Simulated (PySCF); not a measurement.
**Basis-set dependence of BP⁺ at HF**

PySCF, UHF reference; quartet, unpaired electrons σ ↑, π ↑↑; De to B⁺ + P without counterpoise correction.

```
        basis     relativity  functions  Re (Å)  ωe (cm⁻¹)  De (eV)  μ (D)
jorge-DZP-DKH  spin-free X2C         39   1.852        727     1.70  -2.53
  aug-pcseg-1  no relativity         50   1.844        740     1.64  -2.57
  def2-TZVPPD  no relativity         85   1.831        769     1.90  -2.24
```

(1) How does each smaller set differ from the one with most functions, def2-TZVPPD?

A positive dipole points towards P; it is taken about the centre of mass and depends on that origin. For an ion De counts to the pair picked by the measured ionisation energies or electron affinities, which need not be the lowest pair at this level. Hartree–Fock leaves out correlation, which carries a large part of most bond energies and some tenths to 1 eV of ionisation energies. The state was picked by a PBE0 search and need not be the measured ground state.

## Answers

(1) jorge-DZP-DKH: +2.1 pm, -5.5 % in ωe, -0.20 eV in De; aug-pcseg-1: +1.3 pm, -3.8 % in ωe, -0.26 eV in De. All at HF; the set with most functions is neither the basis-set limit nor always the best. The rows treat relativity differently, so the differences are not basis effects alone.
